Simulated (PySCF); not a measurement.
# Two-photon absorption: `O=C1C=C1O`, C₃H₂O₂

Geometry:
| atom | x (Å) | y (Å) | z (Å) |
| --- | --- | --- | --- |
| O1 | -1.185 | -1.801 | 0.458 |
| C2 | -0.691 | -0.720 | 0.307 |
| C3 | -0.682 | 0.695 | 0.474 |
| C4 | 0.346 | 0.140 | -0.183 |
| O5 | 1.471 | 0.446 | -0.796 |
| H6 | -1.135 | 1.605 | 0.841 |
| H7 | 1.881 | -0.361 | -1.128 |

Level of theory: PySCF 2.14.0, TDDFT CAM-B3LYP/aug-cc-pVTZ excited states, vertical, gas phase. Geometry: PBE0-D3(BJ)/def2-TZVP.

How strongly do the lowest singlets absorb one photon, and two photons of half the energy?

δ for parallel linear polarisation; σ at the peak of a Lorentzian of half width 0.1 eV, single beam; Ω is circular over linear.
```tsv
state	E (eV)	f	photon λ (nm)	δ (au)	σ (GM)	Ω	main
S1	5.21	0.000	476	0.53	0.01	1.49	HOMO→LUMO+2 0.89
S2	5.67	0.007	438	60.5	0.71	0.62	HOMO→LUMO 0.85
S3	6.22	0.000	399	0.69	0.01	1.49	HOMO→LUMO+8 0.58, HOMO→LUMO+12 0.30
S4	6.47	0.000	384	9.21	0.14	1.50	HOMO−1→LUMO 0.86
S5	6.73	0.009	369	36.8	0.61	0.49	HOMO→LUMO+1 0.48, HOMO−1→LUMO+2 0.40
S6	6.95	0.096	357	105	1.85	0.39	HOMO−1→LUMO+2 0.51, HOMO→LUMO+1 0.33
```

Among these, the strongest one-photon state is S6, the strongest two-photon state S6, with a dipole change of 3.7 D (relaxed, norm of the difference vector).
